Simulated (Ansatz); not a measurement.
The same path of H5S2Si (8 atoms, charge 1, multiplicity 1) was run twice with different band settings. The coordinate that changes most is the dihedral Si1–S2–S3–H8.

Level of theory: RKS PBE0-D4/6-31G (Ansatz 0.2.0).

Relaxed end points:

```xyz
8
Properties=species:S:1:pos:R:3
Si -0.920 1.246 -0.609
S 0.225 0.272 1.170
S 1.014 -1.636 0.215
H -1.996 0.288 -0.989
H 0.094 1.498 -1.672
H -1.375 2.454 0.139
H 2.337 -1.564 0.589
H 0.619 -2.558 1.158
```

```xyz
8
Properties=species:S:1:pos:R:3
Si -0.797 1.090 -0.507
S 0.230 0.448 1.476
S 1.232 -1.534 1.042
H -1.780 0.015 -0.832
H 0.296 1.222 -1.516
H -1.383 2.372 -0.024
H 0.241 -2.304 0.469
H 1.960 -1.310 -0.108
```

Common settings: movable images 7; spring 5.0 eV/Å²; start path IDPP; force threshold 0.03 eV/Å; iteration limit 60; end points relaxed.

| run | climbing image | optimiser |
| --- | --- | --- |
| 1 | yes | quadratic models (default) |
| 2 | from the first iteration | lbfgs |

Question: What does each run give, and how far can it be trusted?

Answer: Run 1: converged after 11 iterations, highest image 0.214 eV above the first end. A vibrational analysis at the climbing image gives one clearly imaginary mode, 157i cm⁻¹: a first-order saddle point.
Run 2: converged after 18 iterations, highest image 0.214 eV above the first end. Another band between the same ends (7 images) ends at a top of the same energy, where a vibrational analysis finds 1 clearly imaginary mode.
Limits of this set-up: no polarisation functions, the dipole of an ion depends on the origin.
